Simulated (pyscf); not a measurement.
Single points on ωB97X-D3(BJ)/def2-SVP structures (PySCF, gas phase). MP2 and CC: frozen core, UHF for open shells. ΔMP2 is the change of the MP2 total energy from the triple- to the quadruple-zeta basis.

**Question.** For •O–AlH₂ + CH₄ -> HO–AlH₂ + CH₃•, a hydrogen abstraction (doublet surface; C–H broken, H–O formed), PBE/def2-TZVP gives ΔE‡ = -0.09 eV and ΔE = -0.46 eV (zero: the separated reactants). In which direction and how far do r²SCAN/def2-TZVP, M06-2X/def2-TZVP, CCSD(T)/def2-TZVPP + ΔMP2(QZVPP) move these?

**Answer.** r²SCAN: ΔE‡ = 0.01 eV, ΔE = -0.56 eV; M06-2X: ΔE‡ = 0.24 eV, ΔE = -0.55 eV; CCSD(T): ΔE‡ = 0.24 eV, ΔE = -0.63 eV. PBE's barrier lies under all of them, by 0.10 to 0.33 eV. Its reaction energy lies over all of them, by 0.09 to 0.17 eV. Low barriers are usual for a GGA, whose delocalisation error favours stretched bonds. At PBE this geometry lies under the reactants; that is no barrier but a single point on another level's saddle; such a level's own saddle, if it has one, lies nearer that side and is low. •O–AlH₂ lies 1.49 eV over its isomer [HO–AlH]•, and others may lie lower still (electronic energy, ωB97M-D3(BJ)). This is the saddle that the search found; another between the same sides may lie lower. The angle at the transferred H is 170°. The CCSD(T) − MP2 part came from Ansatz, without density fitting, on the same reference.
